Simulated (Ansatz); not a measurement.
Basis-set extrapolation for C$_{8}$H$_{8}$, SMILES `c1ccc2c(c1)CC2` (PBE0-D4/def2-TZVP geometry, frozen core, Ansatz). Multiplicity 1, RHF reference.

|  | def2-TZVPP | def2-QZVPP |
| --- | --- | --- |
| HF | -307.672109 | -307.684861 |
| MP2 correlation | -1.274108 | -1.353761 |
| CCSD(T) correlation | -1.374748 | not run |

Energies in hartree. Use E(X) = E(∞) + A·exp(−7.88·√X) for Hartree–Fock and E(X) = E(∞) + B·X^(−2.97) for correlation, with X = 3 and 4, and add CCSD(T) minus MP2 of the smaller set to the MP2 limit.

**Question.** What is the CCSD(T) energy at the basis-set limit?

**Answer.** HF limit: -307.684861 + (-0.012752) × 0.13774 = -307.68662. MP2 limit: -1.353761 + (-0.079653) × 0.74074 = -1.41276. Higher-order term: -1.374748 − (-1.274108) = -0.10064. Total: -309.20002 hartree, 402.1 kJ/mol below CCSD(T)/def2-TZVPP.
